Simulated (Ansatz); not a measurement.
Ansatz (a first-principles code) input (MP2/6-31G*):

Ansatz 0.2 input:
```yaml
crystal:
  periodic: [false, false, false]
  atoms:
    - {symbol: O, position_ang: [-0.00000000, -0.00000000, -0.71416636]}
    - {symbol: F, position_ang: [0.00000000, 0.00000000, 0.63481454]}
basis:
  gaussian:
    orbitals: 6-31G*
magnetization: {spin_polarized: true, initial_magnetization: 1}
correlation: {method: mp2, electrons: outside_noble_gas}
```

From the last part of the output:

```
Functional definition: HF
integrals: 0.00 GiB planned
252 factors; integrals over basis functions are off by at most 1.8e-3 eV
mean field: 0.05 GiB planned
mean field evaluation 1: about -4736.9378 eV, gradient 1.4e1 eV
mean field evaluation 2: about -4736.9418 eV, gradient 1.4e1 eV
mean field evaluation 4: about -4737.9734 eV, gradient 2.3e0 eV
mean field evaluation 8: about -4738.1120 eV, gradient 2.9e-1 eV
mean field evaluation 16: about -4736.3379 eV, gradient 1.5e1 eV
mean field -4738.11863586 eV, -174.1226482559 hartree, gradient 7.0e-7 eV, S^2 0.767607; 2 other end points of the search recorded, 0 dependent functions left out
2 core orbitals not correlated
reference -4738.11863586 eV, -174.1226482559 hartree; 7, 6 occupied and 21, 22 virtual orbitals, 252 factors
second order -8.58774624 eV of doubles, -0.00000000 eV of singles
Total energy: -4746.70638211 eV, -174.4382421093 hartree
```
